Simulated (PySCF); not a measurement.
methanidylidynesulfanium (CS), SMILES [C-]#[S+]. Geometry: PBE0-D3(BJ)/def2-TZVPD.

TDA-ωB97X/def2-TZVPD (PySCF) puts the lowest singlet excitations at 5.02, 5.02, 5.30, 5.64, 5.64, 8.69 eV and the lowest triplet (TDA) at 3.48 eV.

What are the lowest singlet roots from EOM-CCSD/aug-cc-pVDZ (PySCF)? (An estimate is asked for; the answer gives what the named calculation found.)

5.18, 5.18, 5.87, 5.98, 5.98, 8.49 eV; triplets 3.63, 3.63, 4.45 eV. S1 differs by 0.16 eV (second minus first; roots are paired by order, and the bases may differ).
